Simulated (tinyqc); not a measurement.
UKS/PBE0 in the sto-3g basis, for H2O+, spin multiplicity 2, step by step. One step of it, computed by the program tinyqc.

Problem. Iteration 2: building the Kohn-Sham matrix. J_ij = sum D_kl (ij|kl) with D = D(alpha) + D(beta), K_ij = sum D_kl (ik|jl) for each spin; F = H + J - 0.25 K(s) + V_xc; E = tr D H + tr D J / 2 - 0.125 sum_s tr D(s) K(s) + E_xc + E_nn.

D(alpha) after iteration 1, lower triangle:
```
            1O 1s      1O 2s    1O 2px     1O 2py    1O 2pz      2H 1s     3H 1s
1O 1s    1.062737
1O 2s   -0.272143   1.194430
1O 2px   0.000000   0.000000  1.000000
1O 2py   0.000000   0.000000  0.000000   0.138252
1O 2pz   0.007672  -0.061309  0.000000   0.000000  0.112942
2H 1s    0.036498  -0.229083  0.000000   0.234733  0.203198   0.776302
3H 1s    0.036498  -0.229083  0.000000  -0.234733  0.203198  -0.020790  0.776302
```

D(beta) after iteration 1, lower triangle:
```
            1O 1s      1O 2s    1O 2px     1O 2py    1O 2pz      2H 1s     3H 1s
1O 1s    1.062767
1O 2s   -0.272352   1.195876
1O 2px   0.000000   0.000000  0.000000
1O 2py   0.000000   0.000000  0.000000   0.124136
1O 2pz   0.007206  -0.058062  0.000000   0.000000  0.101280
2H 1s    0.037013  -0.232660  0.000000   0.225736  0.194613   0.797081
3H 1s    0.037013  -0.232660  0.000000  -0.225736  0.194613  -0.023901  0.797081
```

core Hamiltonian H = T + V (hartree), lower triangle:
```
             1O 1s      1O 2s     1O 2px     1O 2py     1O 2pz      2H 1s      3H 1s
1O 1s   -32.408663
1O 2s    -7.538893  -9.036467
1O 2px    0.000000   0.000000  -7.207081
1O 2py    0.000000   0.000000   0.000000  -7.263488
1O 2pz   -0.011050  -0.138430   0.000000   0.000000  -7.258680
2H 1s    -0.715576  -1.883127   0.000000  -1.068409  -1.052382  -3.888762
3H 1s    -0.715576  -1.883127   0.000000   1.068409  -1.052382  -0.681795  -3.888762
```

Two-electron integrals (ij|kl) in chemists' order, unique and non-zero (hartree):
```
(11|11) 4.785065    (21|11) 0.741380    (21|21) 0.136873    (22|11) 1.118947
(22|21) 0.256633    (22|22) 0.817206    (31|31) 0.024477    (32|31) 0.037809
(32|32) 0.180518    (33|11) 1.115814    (33|21) 0.256684    (33|22) 0.817023
(33|33) 0.880159    (41|41) 0.024477    (42|41) 0.037809    (42|42) 0.180518
(43|43) 0.047444    (44|11) 1.115814    (44|21) 0.256684    (44|22) 0.817023
(44|33) 0.785270    (44|44) 0.880159    (51|51) 0.024477    (52|51) 0.037809
(52|52) 0.180518    (53|53) 0.047444    (54|54) 0.047444    (55|11) 1.115814
(55|21) 0.256684    (55|22) 0.817023    (55|33) 0.785270    (55|44) 0.785270
(55|55) 0.880159    (61|11) 0.070452    (61|21) 0.012913    (61|22) 0.024115
(61|33) 0.024071    (61|41) 0.000405    (61|42) 0.000770    (61|44) 0.024141
(61|51) 0.000388    (61|52) 0.000737    (61|54) 0.000067    (61|55) 0.024135
(61|61) 0.001232    (62|11) 0.201959    (62|21) 0.047036    (62|22) 0.169852
(62|33) 0.166807    (62|41) 0.002518    (62|42) 0.020753    (62|44) 0.171488
(62|51) 0.002408    (62|52) 0.019849    (62|54) 0.004477    (62|55) 0.171089
(62|61) 0.004531    (62|62) 0.046957    (63|31) 0.004530    (63|32) 0.027769
(63|43) 0.004109    (63|53) 0.003930    (63|63) 0.006128    (64|11) 0.114905
(64|21) 0.027075    (64|22) 0.104482    (64|33) 0.099985    (64|41) 0.005771
(64|42) 0.039536    (64|44) 0.110893    (64|51) 0.001186    (64|52) 0.011254
(64|54) 0.006503    (64|55) 0.102446    (64|61) 0.002699    (64|62) 0.035197
(64|64) 0.032243    (65|11) 0.109898    (65|21) 0.025895    (65|22) 0.099930
(65|33) 0.095629    (65|41) 0.001186    (65|42) 0.011254    (65|44) 0.098202
(65|51) 0.005665    (65|52) 0.038533    (65|54) 0.006570    (65|55) 0.105842
(65|61) 0.002582    (65|62) 0.033663    (65|64) 0.024977    (65|65) 0.030017
(66|11) 0.393358    (66|21) 0.093033    (66|22) 0.387379    (66|33) 0.373940
(66|41) 0.005438    (66|42) 0.063869    (66|44) 0.394792    (66|51) 0.005202
(66|52) 0.061086    (66|54) 0.019944    (66|55) 0.393014    (66|61) 0.008993
(66|62) 0.146227    (66|64) 0.125543    (66|65) 0.120073    (66|66) 0.774606
(71|11) 0.070452    (71|21) 0.012913    (71|22) 0.024115    (71|33) 0.024071
(71|41) -0.000405   (71|42) -0.000770   (71|44) 0.024141    (71|51) 0.000388
(71|52) 0.000737    (71|54) -0.000067   (71|55) 0.024135    (71|61) 0.001218
(71|62) 0.004415    (71|64) 0.002446    (71|65) 0.002520    (71|66) 0.008735
(71|71) 0.001232    (72|11) 0.201959    (72|21) 0.047036    (72|22) 0.169852
(72|33) 0.166807    (72|41) -0.002518   (72|42) -0.020753   (72|44) 0.171488
(72|51) 0.002408    (72|52) 0.019849    (72|54) -0.004477   (72|55) 0.171089
(72|61) 0.004415    (72|62) 0.037427    (72|64) 0.019620    (72|65) 0.026102
(72|66) 0.093668    (72|71) 0.004531    (72|72) 0.046957    (73|31) 0.004530
(73|32) 0.027769    (73|43) -0.004109   (73|53) 0.003930    (73|63) 0.004714
(73|73) 0.006128    (74|11) -0.114905   (74|21) -0.027075   (74|22) -0.104482
(74|33) -0.099985   (74|41) 0.005771    (74|42) 0.039536    (74|44) -0.110893
(74|51) -0.001186   (74|52) -0.011254   (74|54) 0.006503    (74|55) -0.102446
(74|61) -0.002446   (74|62) -0.019620   (74|64) -0.005910   (74|65) -0.013465
(74|66) -0.046259   (74|71) -0.002699   (74|72) -0.035197   (74|74) 0.032243
(75|11) 0.109898    (75|21) 0.025895    (75|22) 0.099930    (75|33) 0.095629
(75|41) -0.001186   (75|42) -0.011254   (75|44) 0.098202    (75|51) 0.005665
(75|52) 0.038533    (75|54) -0.006570   (75|55) 0.105842    (75|61) 0.002520
(75|62) 0.026102    (75|64) 0.013465    (75|65) 0.022657    (75|66) 0.071035
(75|71) 0.002582    (75|72) 0.033663    (75|74) -0.024977   (75|75) 0.030017
(76|11) 0.065181    (76|21) 0.015357    (76|22) 0.061509    (76|33) 0.059907
(76|44) 0.060829    (76|51) 0.001124    (76|52) 0.011672    (76|55) 0.063724
(76|61) 0.001468    (76|62) 0.017901    (76|64) 0.011779    (76|65) 0.014479
(76|66) 0.063973    (76|71) 0.001468    (76|72) 0.017901    (76|74) -0.011779
(76|75) 0.014479    (76|76) 0.009372    (77|11) 0.393358    (77|21) 0.093033
(77|22) 0.387379    (77|33) 0.373940    (77|41) -0.005438   (77|42) -0.063869
(77|44) 0.394792    (77|51) 0.005202    (77|52) 0.061086    (77|54) -0.019944
(77|55) 0.393014    (77|61) 0.008735    (77|62) 0.093668    (77|64) 0.046259
(77|65) 0.071035    (77|66) 0.273260    (77|71) 0.008993    (77|72) 0.146227
(77|74) -0.125543   (77|75) 0.120073    (77|76) 0.063973    (77|77) 0.774606
```

nuclear repulsion = 6.62173645 hartree

V_xc(alpha) (hartree), lower triangle:
```
            1O 1s      1O 2s     1O 2px     1O 2py     1O 2pz      2H 1s      3H 1s
1O 1s   -2.313876
1O 2s   -0.305322  -0.551594
1O 2px   0.000000   0.000000  -0.585665
1O 2py   0.000000   0.000000   0.000000  -0.528133
1O 2pz   0.000440  -0.009064   0.000000   0.000000  -0.524636
2H 1s   -0.029286  -0.117363   0.000000  -0.075307  -0.074939  -0.389584
3H 1s   -0.029286  -0.117363   0.000000   0.075307  -0.074939  -0.045023  -0.389584
```

V_xc(beta) (hartree), lower triangle:
```
            1O 1s      1O 2s     1O 2px     1O 2py     1O 2pz      2H 1s      3H 1s
1O 1s   -2.301284
1O 2s   -0.297680  -0.498929
1O 2px   0.000000   0.000000  -0.474602
1O 2py   0.000000   0.000000   0.000000  -0.505055
1O 2pz   0.000427  -0.009047   0.000000   0.000000  -0.501176
2H 1s   -0.028615  -0.110391   0.000000  -0.073619  -0.073412  -0.390021
3H 1s   -0.028615  -0.110391   0.000000   0.073619  -0.073412  -0.044098  -0.390021
```

E_xc = sum of w rho eps_xc = -6.18646984 hartree

Give: Coulomb J; exchange K(alpha); exchange K(beta); F(alpha); F(beta); total energy of this density.

Solution.

Coulomb J (hartree), lower triangle:
```
          1O 1s   1O 2s  1O 2px   1O 2py  1O 2pz   2H 1s   3H 1s
1O 1s   14.9518
1O 2s    2.7186  6.5170
1O 2px   0.0000  0.0000  6.5062
1O 2py   0.0000  0.0000  0.0000   6.5173
1O 2pz   0.0148  0.1948  0.0000   0.0000  6.5042
2H 1s    0.2574  1.4251  0.0000   0.8980  0.9016  3.9423
3H 1s    0.2574  1.4251  0.0000  -0.8980  0.9016  0.5682  3.9423
```

exchange K(alpha) (hartree), lower triangle:
```
         1O 1s   1O 2s  1O 2px   1O 2py  1O 2pz   2H 1s   3H 1s
1O 1s   4.8769
1O 2s   0.7927  1.1659
1O 2px  0.0000  0.0000  1.1047
1O 2py  0.0000  0.0000  0.0000   0.5199
1O 2pz  0.0031  0.0320  0.0000   0.0000  0.4778
2H 1s   0.0792  0.2805  0.0000   0.2083  0.2111  0.7044
3H 1s   0.0792  0.2805  0.0000  -0.2083  0.2111  0.1085  0.7044
```

exchange K(beta) (hartree), lower triangle:
```
         1O 1s   1O 2s  1O 2px   1O 2py  1O 2pz   2H 1s   3H 1s
1O 1s   4.8518
1O 2s   0.7538  0.9798
1O 2px  0.0000  0.0000  0.2231
1O 2py  0.0000  0.0000  0.0000   0.4563
1O 2pz  0.0030  0.0317  0.0000   0.0000  0.4164
2H 1s   0.0744  0.2517  0.0000   0.2012  0.2039  0.7081
3H 1s   0.0744  0.2517  0.0000  -0.2012  0.2039  0.1040  0.7081
```

F(alpha) (hartree), lower triangle:
```
           1O 1s    1O 2s   1O 2px   1O 2py   1O 2pz    2H 1s    3H 1s
1O 1s   -20.9900
1O 2s    -5.3238  -3.3626
1O 2px    0.0000   0.0000  -1.5628
1O 2py    0.0000   0.0000   0.0000  -1.4043
1O 2pz    0.0034   0.0393   0.0000   0.0000  -1.3986
2H 1s    -0.5073  -0.6455   0.0000  -0.2978  -0.2785  -0.5121
3H 1s    -0.5073  -0.6455   0.0000   0.2978  -0.2785  -0.1858  -0.5121
```

F(beta) (hartree), lower triangle:
```
           1O 1s    1O 2s   1O 2px   1O 2py   1O 2pz    2H 1s    3H 1s
1O 1s   -20.9711
1O 2s    -5.3064  -3.2634
1O 2px    0.0000   0.0000  -1.2313
1O 2py    0.0000   0.0000   0.0000  -1.3653
1O 2pz    0.0035   0.0394   0.0000   0.0000  -1.3598
2H 1s    -0.5054  -0.6313   0.0000  -0.2944  -0.2752  -0.5135
3H 1s    -0.5054  -0.6313   0.0000   0.2944  -0.2752  -0.1837  -0.5135
```

total energy of this density = -73.581328 hartree
